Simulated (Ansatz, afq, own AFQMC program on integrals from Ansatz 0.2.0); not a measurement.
Two steps: Ansatz 0.2.0 writes the Fock matrix and Cholesky factors of the valence space, and afq projects on them the lowest state that overlaps trial and start.

```yaml
crystal:
  periodic: [false, false, false]
  atoms:
    - {symbol: B, position_ang: [-2.125228, 0.000000, 0.000000]}
    - {symbol: H, position_ang: [-2.721961, 1.033572, 0.000000]}
    - {symbol: H, position_ang: [-2.721961, -1.033571, 0.000001]}
    - {symbol: H, position_ang: [-0.820228, 0.000000, 0.000000]}
    - {symbol: Si, position_ang: [0.897772, 0.000000, 0.000000]}
    - {symbol: H, position_ang: [1.347745, -1.416253, 0.000000]}
    - {symbol: H, position_ang: [1.347746, 0.708126, -1.226512]}
    - {symbol: H, position_ang: [1.347747, 0.708127, 1.226511]}
basis:
  gaussian: {orbitals: cc-pVDZ}
magnetization: {spin_polarized: true, initial_magnetization: 1}
correlation: {method: ccsd_t, electrons: outside_noble_gas, hamiltonian_folder: ham}
```

```sh
$ ansatz run in.yaml --threads 1 --pin off --events-out ev --progress --plain --max-ram 16896MiB --backend cuda --devices 0, --max-vram 18GiB
```

Options of the walk:

```
--method phaseless --trial cisd --walkers 4000 --populations 20 --least-time 60 --time-step 0.005 --steps-per-block 50 --equilibration-blocks 28 --max-blocks 4000 --target-error 0.00021 --factor-cut 1e-05 --start spin_pure --seed 6681 --release-times 0.24,0.51,0.99,1.62,2.4 --release-step 0.03 --release-every 3 --taylor-order 6
```

Times are imaginary, in 1/Eh. The walk had a cap of 198 s. With eight or more populations the least sampling time is a fifth of least-time, and the error comes from their spread.

Log:

```
orbitals 56  electrons 7 6  factors 433 of 570
reference energy -316.96360982 Eh
CCSD correlation -0.24999176 Eh in 11 cycles, weight of the determinant in the CISD state 0.8733
energy of the start -317.213053 Eh
 block  time / (1/Eh)  mean weight  energy / Eh
     1     0.250  1.0001  -317.208523
     2     0.500  1.0000  -317.209841
     3     0.750  0.9998  -317.212116
     4     1.000  0.9998  -317.213894
     5     1.250  1.0002  -317.215303
    10     2.500  1.0001  -317.218954
    15     3.750  0.9999  -317.219460
    20     5.000  0.9997  -317.219886
    21     5.250  0.9997  -317.219196
    25     6.250  0.9998  -317.220080
    30     7.500  1.0002  -317.219458
    35     8.750  0.9998  -317.219560
    40    10.000  0.9999  -317.219834
    45    11.250  0.9999  -317.219477
    50    12.500  1.0001  -317.220416
    55    13.750  0.9998  -317.220158
    60    15.000  1.0000  -317.219943
    63    15.750  0.9998  -317.220609
    65    16.250  1.0000  -317.219717
    70    17.500  1.0000  -317.219858
    75    18.750  0.9999  -317.219397
    78    19.500  1.0000  -317.219854
error from the spread of 20 populations
released: time / (1/Eh)  energy / Eh  error  mean overlap
  0.24  -317.219826  0.000066  1.0011
  0.51  -317.219868  0.000067  1.0024
  0.99  -317.219955  0.000088  1.0009
  1.62  -317.219939  0.000056  1.0045
  2.40  -317.220062  0.000130  0.9975
energy -317.219815 +/- 0.000068 Eh
(rows thinned)
```

The run passed its tests (sampling time, drift between the halves within three errors, error under three times the target), which doesn't prove that it has relaxed.

Against this walk (error 1.9 meV) on the same determinant: CCSD(T) 31.9 meV higher, CCSDT(Q) 4.1 meV lower. The error is statistical and leaves out the bias of the constraint. Released to 2.40 1/Eh the energy moves by -7 ± 4 meV (both errors), within twice the noise.

Cautions: constraint bias not in the error.

The walk took 2.7 min on 1 × NVIDIA H100 80GB HBM3 with 2 threads of AMD EPYC 7R13 Processor (Zen 3), with other jobs on the host (the card was shared). The log's last line is the phaseless energy.

CCSDT and higher add their correlation energy to the determinant of the CCSD(T) run, since their own runs factorise the integrals more tightly (a shift of under 2 meV). A walk keeps the symmetry of its determinant, which the program's search chose and which needn't be the lowest solution, so a lower state of the same spin and another symmetry isn't excluded.
